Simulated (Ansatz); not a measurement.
# H3SO+ (SMILES [OH2+]S): one structure at several levels

The task here is to estimate one member of a computed series from the others.

The runs use Ansatz 0.2.0, Gaussian basis; single points in def2-TZVPP.

Cores are frozen in the correlated methods.

## The system as given

SMILES `[OH2+]S`, 5 atoms, charge 1, spin multiplicity 1.

Atoms are counted from 1 here; the program's logs count them from 0.

Bond lengths: O1–S2 1.892 Å, O1–H3 0.997 Å, O1–H4 0.788 Å, S2–H5 1.447 Å. Angles: S2–O1–H3 105.8°, S2–O1–H4 109.4°, H3–O1–H4 110.1°, O1–S2–H5 100.0°.

As a file:

```xyz
5

O    -0.3816   -0.6497   -0.0555
S     0.8230    0.7692    0.2860
H    -0.8741   -0.8002    0.7982
H     0.0242   -1.2961   -0.2512
H     0.4498    1.6780   -0.7759
```

Set-up of the first run:

The input, run/in.yaml:

```yaml
crystal:
  periodic: [false, false, false]
  atoms:
    - {symbol: O, position_ang: [-0.381600, -0.649700, -0.055500]}
    - {symbol: S, position_ang: [0.823000, 0.769200, 0.286000]}
    - {symbol: H, position_ang: [-0.874100, -0.800200, 0.798200]}
    - {symbol: H, position_ang: [0.024200, -1.296100, -0.251200]}
    - {symbol: H, position_ang: [0.449800, 1.678000, -0.775900]}
basis:
  gaussian: {orbitals: def2-TZVPP}
total_charge: 1
correlation: {method: ccsd_t}
output: {forces: true}
```

No record of the launch command was kept for these runs.

Steps of the session up to this table: CCSD(T)/def2-TZVPP; PBE0-D4/def2-TZVPP; wB97M-V/def2-TZVPP; r2SCAN-D4/def2-TZVPP; PBE-D4/def2-TZVPP; wB97X-V/def2-TZVPP; SPW92/def2-TZVPP.

One of the session's tables, all rows but one given; the rest of the session is left out.

```
   method  RMS force component (eV/Å)  angle to CCSD(T) forces (°)
  CCSD(T)                       6.731                    reference
  PBE0-D4                       6.738                          0.8
  wB97M-V                           ?                            ?
r2SCAN-D4                       6.709                          0.6
   PBE-D4                       6.820                          2.0
  wB97X-V                       6.780                          0.8
    SPW92                       6.945                          2.8
```

Q: Estimate the row for wB97M-V from the others.

The run gave: RMS force component (eV/Å): 6.711; angle to CCSD(T) forces (°): 0.5. In the column «RMS force component (eV/Å)» it lies between r2SCAN-D4 (6.709) and CCSD(T) (6.731).
